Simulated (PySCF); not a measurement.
Reaction (SMILES): P#P (P2) + 3 [H][H] (H2) → 2 P (PH3)
B3LYP-D3(BJ)/def2-TZVP geometries, fixed; electronic energies without zero-point terms.
Largest species:
```
P
H 1 1.4188
H 1 1.4188 2 93.38
H 1 1.4188 2 93.38 3 93.59
```
Charge 0, spin multiplicity 1.

Effect of the auxiliary basis of density fitting at r2SCAN/aug-cc-pV(T+d)Z with PySCF, against the last row, where the energy of full hydrogenation is -45.03 kcal/mol.

```
setting                                fitting functions, largest species  largest shift of a total energy (mEh)  shift of the energy of full hydrogenation (kcal/mol)
-------------------------------------  ----------------------------------  -------------------------------------  ----------------------------------------------------
density fitting: autoaux                                              526                                 -0.012                                                 0.000
density fitting: def2-universal-jkfit                                 182                                 -0.046                                                 0.020
density fitting: cc-pvtz-jkfit                                        211                                 -0.027                                                -0.023
density fitting: cc-pvqz-jkfit                                        301                                 -0.013                                                -0.001
density fitting: weigend                                               84                                 -0.214                                                 0.007
density fitting: none                                                   -                                  0.000                                                 0.000
```

Within 0.02 kcal/mol in the energy of full hydrogenation: density fitting: autoaux; density fitting: def2-universal-jkfit; density fitting: cc-pvqz-jkfit; density fitting: weigend. The largest shift is 0.214 mEh in a total energy and 0.023 kcal/mol in the difference.
